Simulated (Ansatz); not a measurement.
This geometry of CH5B + FH (9 atoms, charge 0, multiplicity 1) is a first-order saddle point.

Level of theory: RKS B3LYP-D4/def2-SVP (Ansatz).

```xyz
9
Properties=species:S:1:pos:R:3
B 0.043 0.215 0.033
H 0.135 -0.155 1.313
C 1.378 -0.007 -0.759
H 1.523 -1.083 -0.960
H 1.324 0.493 -1.742
H 2.273 0.364 -0.235
H -1.041 -0.108 -0.377
F -0.077 1.781 0.599
H 0.031 0.901 1.328
```

Problem. Which two structures does it join? (They come from a converged band through this point; their orientation in space is the band's.)

Solution. Bonds broken: B1–H2, F8–H9. Bonds formed: B1–F8, H2–H9. CH5B + FH becomes CH4BF + H2.

First end point:

```xyz
9
Properties=species:S:1:pos:R:3
B 0.083 -0.114 0.034
H 0.132 -0.396 1.220
C 1.400 -0.060 -0.805
H 1.591 -1.109 -1.114
H 1.309 0.522 -1.735
H 2.290 0.270 -0.248
H -1.000 -0.168 -0.495
F -0.112 1.965 0.770
H -0.105 1.491 1.573
```

Last end point:

```xyz
9
Properties=species:S:1:pos:R:3
B 0.000 0.666 -0.654
H 0.103 -0.309 2.692
C 1.401 0.072 -0.996
H 1.465 -0.953 -0.584
H 1.510 -0.047 -2.088
H 2.245 0.662 -0.607
H -1.041 0.190 -1.054
F -0.109 1.745 0.118
H 0.015 0.376 2.372
```

Problem. How far does it lie above each of them?

Solution. 0.40 eV above the first and 1.84 eV above the second. This is the barrier of this one path; another mechanism may lie lower. The orbitals stay closed-shell, which can raise the energy where a bond breaks towards radicals; this wasn't checked here.

Time of the run: 83 s on 2 threads of Arm Neoverse V2, with other jobs on the host, peak memory 0.13 GiB.
